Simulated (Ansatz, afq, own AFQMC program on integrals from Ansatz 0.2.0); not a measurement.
## CH2Si, triplet in cc-pVDZ, levels against CCSDT(Q)

```xyz
4

Si    0.0000    0.0000    0.5267
C     0.0000    0.0000   -1.4811
H     0.0000    1.3374    1.4863
H     0.0000   -1.3374    1.4863
```

Connectivity, by distances: SiH2–C.

Basis cc-pVDZ. Noble-gas cores (and the filled d shells of Ga–Kr and In–Xe) are frozen. Ansatz 0.2.0 and our own AFQMC program on the same integrals; the CISD trial comes from CCSD amplitudes, and released means the phaseless constraint is let go. Free AFQMC starts from the CCSD state and is never constrained. Its projection time is finite, and what remains of the start isn't in its error. Error bars are statistical, one sigma.

Determinant: UHF, the one that the program's search chose, which needn't be the lowest solution. The geometry is a point of a scan.

No full CI on the walks' own integrals is used here; CCSDT(Q) serves as the reference and is uncertain by about the last step of the cluster series.

Cautions: lower spins were not checked; an unrestricted solution with more broken spin lies lower (189 meV, ⟨S²⟩ 2.84).

```
T1 diagnostic                               : 0.0287
weight of the determinant in the CISD state : 0.854
⟨S²⟩ of the determinant                     : 2.018
size of the correlated space                : 10 electrons in 36 orbitals
```

| level | correlation energy (eV) |
| --- | --- |
| MP2 | -4.8118 |
| CCSD | -5.9445 |
| CCSD(T) | -6.1890 |

Q: Estimate where phaseless AFQMC with the Hartree–Fock trial lies against CCSD(T) on the same integrals.

A: 15.7 ± 4.5 kJ/mol above CCSD(T).

Reference: CCSDT(Q), correlation energy -6.269 eV. The released energy is read at 2.40 1/Eh (meV from the phaseless value at times in 1/Eh: 12 ± 16 at 0.24, -12 ± 15 at 0.51, -43 ± 19 at 0.99, -58 ± 19 at 1.62, -29 ± 18 at 2.40).

```tsv
level	E − E(reference) (kJ/mol)	share of correlation (%)
CCSD(T)	7.7	98.73
CCSDT	2.0	99.67
ph-AFQMC/HF	23.4 ± 4.5	96.14
ph-AFQMC/CISD	5.4 ± 1.5	99.11
released AFQMC	2.6 ± 1.8	99.57
free AFQMC	1.1 ± 1.4	99.82
```

Free projections are given only where their last times agree within the noise and don't stop above the reference; a slow remainder of the start can still hide under it. A walk keeps the symmetry of its determinant, which the program's search chose and which needn't be the lowest solution, so a lower state of the same spin and another symmetry isn't excluded. Released energies are given only where the last usable release times agree within the noise; a slower fall can still hide under it.
